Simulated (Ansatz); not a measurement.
A nudged elastic band was laid between two geometries of BH4N + H4Si (11 atoms, charge 0, multiplicity 1).

The calculation used Ansatz, RKS B3LYP-D4/6-31G*.

```json
{"movable images": "5", "climbing image": "yes", "spring": "5.0 eV/Å²", "optimiser": "quadratic models (default)", "start path": "through a guess of the saddle point", "force threshold": "0.05 eV/Å", "iteration limit": "60", "end points": "relaxed"}
```

Image 0:

```xyz
11
Properties=species:S:1:pos:R:3
B 0.190 -0.722 -0.032
N -0.071 -0.531 1.324
H -1.006 -0.482 1.709
H 0.653 -0.441 2.025
H 1.328 -0.776 -0.400
H -0.731 -0.827 -0.789
Si -0.362 2.944 1.357
H -1.685 2.342 1.053
H -0.527 4.414 1.521
H 0.591 2.675 0.253
H 0.162 2.379 2.628
```

Image 6:

```xyz
11
Properties=species:S:1:pos:R:3
B 0.220 0.489 0.409
N -0.042 -0.153 1.916
H -1.034 -0.146 2.160
H 0.279 -1.121 1.958
H 1.415 0.407 0.241
H -0.406 -0.220 -0.344
Si -0.438 2.410 0.407
H -1.901 2.554 0.728
H 0.235 3.282 1.433
H -0.242 3.103 -0.902
H 0.454 0.369 2.639
```

Task: Which bonds break or form, and what moves?

Result: Bonds broken: Si7–H11. Bonds formed: B1–Si7, N2–H11. BH4N + H4Si becomes BH8NSi.

Task: What energy profile does the band end with?

Result: It converged. The highest image is number 4 of 0 to 6, 51.7 kcal/mol above the first end and 43.2 kcal/mol above the last; the last end lies 8.5 kcal/mol above the first. Neighbouring images differ by up to 2.1 eV, so the band resolves the path poorly. A vibrational analysis at the climbing image gives one clearly imaginary mode, 1498i cm⁻¹: a first-order saddle point. The orbitals stay closed-shell, which can raise the energy where a bond breaks towards radicals; this wasn't checked here.

```tsv
image	path coordinate (Å)	energy (kcal/mol)	Si7–H11 (Å)	B1–Si7 (Å)	N2–H11 (Å)
0	0.00	0.0	1.49	3.96	3.20
1	1.67	0.0	1.49	3.97	3.19
2	3.35	1.0	1.48	3.80	3.22
3	5.02	3.1	1.48	3.40	2.68
4	6.69	51.7	1.84	2.25	1.36
5	9.35	9.4	3.29	2.04	1.02
6	12.01	8.5	3.15	2.03	1.02
```

Task: What is the geometry of the highest image?

Result: 
```xyz
11
Properties=species:S:1:pos:R:3
B -0.250 0.219 0.541
N 0.365 -0.305 1.897
H -0.247 -0.780 2.547
H 1.308 -0.670 1.883
H 0.485 0.132 -0.402
H -1.416 -0.021 0.397
Si -0.396 2.462 0.625
H -0.982 2.598 -0.735
H -1.341 3.076 1.603
H 0.869 3.254 0.669
H 0.147 1.009 1.621
```

Run time: 9.1 min on 1 thread of Arm Neoverse V1, with other jobs on the host, peak memory 0.13 GiB.
